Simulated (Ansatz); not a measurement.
Lattice parameter a (Å) of solids drawn from the class of oxides, at two levels: PBE (Ansatz, a quantum-chemistry and plane-wave program, plane waves, PAW), and PBE-D3(BJ) (Ansatz, PAW).

```tsv
solid	PBE	PBE-D3(BJ)
rock-salt BaO	5.574	5.529
rock-salt SrO	5.195	5.149
cubic perovskite BaZrO₃	4.227	4.203
cubic perovskite KTaO₃	4.025	?
rock-salt CdO	4.768	4.727
rock-salt MgO	4.254	4.208
rock-salt CaO	4.831	4.783
```

Question: Estimate the withheld PBE-D3(BJ) value from the other rows.

Answer: One way: carry over the typical ratio. The ratios PBE-D3(BJ) / PBE of the other rows, in order: 0.9892, 0.9901, 0.9911, 0.9914, 0.9919, 0.9943; median 0.99125. Cubic perovskite KTaO₃: 4.025 × 0.99125 = 3.990 Å; the run gives 4.004 Å. The ratios spread from 0.9892 to 0.9943, so such an estimate is rough. Cubic perovskite KTaO₃ lies outside that spread.

Over all 7 rows PBE-D3(BJ) is the larger in 0.

Ansatz's runs of these crystals have no spin polarisation.

Spin–orbit coupling is left out, also for the solids with elements from indium on (rock-salt BaO, cubic perovskite BaZrO3, cubic perovskite KTaO3); its size isn't shown.

Caveats: the gap of the solid is closed in this run (rock-salt CdO). Ansatz's density-functional and Hartree–Fock values are scalar-relativistic unless marked +SOC, with PAW data made under PBE.
